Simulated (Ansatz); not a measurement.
Relaxation of CH$_{5}$NOS (9 atoms, charge 0, multiplicity 1), to a largest force component of 0.015 eV/Å in at most 40 steps.

The calculation used RHF/def2-SVP (Ansatz 0.2.0).

```xyz
9
Properties=species:S:1:pos:R:3
N -0.162 1.562 -0.225
C 0.350 0.240 -0.263
O -0.356 -0.581 0.682
S 0.198 -2.115 0.920
H -1.152 1.573 -0.443
H -0.033 1.974 0.692
H 1.418 0.247 -0.015
H 0.216 -0.177 -1.270
H -0.479 -2.723 -0.078
```

**Question.** Where does it end, and by what steps?

**Answer.** It converged. After 3 steps the energy has fallen by 0.019 eV; H9 moved furthest, 0.04 Å.

```tsv
step	energy less start (eV)	largest force component (eV/Å)	accepted
0	0.0000	0.475	yes
1	-0.0166	0.149	yes
2	-0.0186	0.051	yes
3	-0.0187	0.009	yes
```

```xyz
9
Properties=species:S:1:pos:R:3
N -0.159 1.556 -0.227
C 0.335 0.234 -0.249
O -0.349 -0.575 0.694
S 0.196 -2.111 0.914
H -1.138 1.585 -0.448
H -0.033 1.977 0.676
H 1.400 0.228 -0.016
H 0.198 -0.194 -1.245
H -0.450 -2.701 -0.101
```

Time of the run: 13 s on 1 thread of Arm Neoverse N1, with other jobs on the host, peak memory 0.15 GiB.
